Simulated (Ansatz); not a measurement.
Saddle point of CH9NSi, singlet (CH₇NSi ([CH3][SiH2][NH2]) + H₂ → SiNH₅ ([NH2][SiH3]) + CH₄; bonds formed: Si1–H7, C2–H6; bonds broken: Si1–C2, H6–H7), PBE0-D4/def2-TZVP structure:

Si1  (-0.232, -0.587, -0.041)
C2  (0.812, 1.132, 0.650)
H3  (1.029, -1.053, -0.687)
H4  (-1.372, -0.209, 0.845)
N5  (-1.196, -0.774, -1.449)
H6  (0.741, -0.135, 1.236)
H7  (0.455, -1.184, 1.365)
H8  (0.443, 1.673, 1.523)
H9  (0.436, 1.665, -0.231)
H10  (1.901, 1.162, 0.590)
H11  (-0.829, -1.084, -2.334)
H12  (-2.188, -0.605, -1.467)
(Å)

Energies are electronic, without zero-point energy. Barriers and step energies count from the start structure reached by relaxing down the imaginary mode; all methods use the PBE0-D4 structures, on which another method's saddle can fall below an end. Ansatz 0.2.0; basis: def2-TZVPP, with def2-QZVPP for the basis limit; cores frozen in the correlated methods. B3LYP uses VWN-RPA correlation. Extrapolation: Hartree–Fock as exp(−7.88 √X), correlation as X^−2.97.

```tsv
method	barrier (eV)	step energy (eV)
SPW92	1.990	-0.225
PBE-D4	?	-0.234
BLYP-D4	2.719	-0.265
r2SCAN-D4	?	-0.244
B97M-V	2.640	-0.308
PBE0-D4	2.604	-0.260
B3LYP-D4	2.845	-0.291
r2SCAN0-D4	2.716	-0.264
BHLYP-D4	3.086	-0.330
CAM-B3LYP-D4	?	-0.309
wB97X-V	2.884	-0.279
wB97M-V	2.821	-0.253
B2PLYP	2.917	-0.307
PBE-QIDH	2.800	-0.268
RPA on PBE	2.938	-0.306
HF	3.730	-0.458
MP2	2.902	-0.234
CCSD	3.041	-0.317
CCSD(T)	2.926	-0.284
```

(1) Fill in the withheld barriers. (Judge from chemistry; the value comes from the calculation.)

No T1 diagnostic of these runs exceeds 0.012. The end structure is not quite a true minimum (one mode of 36i cm⁻¹).

Results:

(1) The calculation gives: CAM-B3LYP-D4 2.901; PBE-D4 2.407; r2SCAN-D4 2.582 eV. Each is the energy of the saddle less that of the start structure, by the same method.

For comparison, the barrier by CCSD(T) at an estimated basis limit (MP2 extrapolated from triple and quadruple zeta, plus CCSD(T) − MP2 in triple zeta) is 2.907 eV.

Labels in which every atom is bracketed show which atoms are joined, not bond orders.

For scale, one of the runs: CCSD(T)/def2-TZVPP, 230 basis functions, launched by `ansatz run in.yaml --threads 4 --pin off --events-out ev --progress --plain --max-ram 9574MiB`. Time: 49 s of wall clock on 4 CPU threads of an Arm Neoverse V1; the host was shared. Peak host memory: 3.9 GiB.
